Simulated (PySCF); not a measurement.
Species: C₄H₉N.
Numbering: `[CH3:1][CH2:2][C@@H:3]1[CH2:4][NH:5]1`

Probes without a nucleus sit at each ring's centroid and 1 Å off its mean plane on both sides; NICS is minus the shielding there, NICSzz its component along the normal. Level: GIAO PBE0/pcSseg-1 (PySCF, non-relativistic, gas phase) on the GFN2-xTB geometry, one conformer.

Ring bond lengths (Å), with Mayer bond orders in brackets: C3–C4 1.479 (0.98), C4–N5 1.448 (0.97), N5–C3 1.445 (0.95).

**Question.** What do the NICS probes read (ppm)?

**Answer.** 
| ring | type | NICS(0) | NICS(1), two faces | NICS(1)zz, two faces | rms pucker (Å) | centre to ring atoms, mean (Å) |
| --- | --- | --- | --- | --- | --- | --- |
| C3–C4–N5 | 3-membered ring with N; formal bonds all single | -45.6 | -7.7 / -6.5 | -20.9 / -23.4 | 0.00 | 0.84 |

**Question.** What can be read from them?

**Answer.** 
- C3–C4–N5: mean NICS(1)zz -22.1 ppm, shielded. C3, C4 have four or more neighbours; no verdict on aromaticity is drawn. A hydrogen on N5, outside the ring, lies only 1.31 Å from a NICS(1) probe, which then mostly feels that atom. NICS(0) lies 38 ppm below the mean NICS(1).

**Question.** At the second NICS(1) probe listed for ring C3–C4–N5, 1 Å off the ring, what do the in-plane components average?

**Answer.** The isotropic value is a third of the trace: (3 × -6.5 − (-23.4))/2 = 1.9 ppm.

**Question.** List the ring angles and the Hirshfeld charges of the ring atoms.

**Answer.** 
- C3–C4–N5: C3 59.4° (-0.001 e), C4 59.1° (-0.054 e), N5 61.5° (-0.204 e); sum 180.0° against 180° for a flat convex ring.

**Question.** What are the shieldings of the ring atoms and their hydrogens in the same run (means over atoms taken as equivalent)?

**Answer.** 
```tsv
atoms	environment	σ isotropic (ppm)	principal values of the symmetric part, first atom (ppm)
C3	sp3 carbon bound to nitrogen	153.7	110.6, 149.7, 200.9
C4	sp3 carbon bound to nitrogen	162.2	130.0, 151.5, 204.9
N5	secondary amine nitrogen	234.3	155.1, 254.7, 293.1
H on C3	methine hydrogen	30.13	23.1, 28.2, 39.1
H on C4	methylene hydrogen	30.47	25.7, 28.3, 37.4
H on C4	methylene hydrogen	30.28	24.3, 26.3, 40.3
H on N5	N–H hydrogen	32.25	26.2, 27.1, 43.5
```

Conformer computed: `[CH3:1][CH2:2][C@@H:3]1[CH2:4][NH:5]1`: C1–C2–C3–C4 -87°.
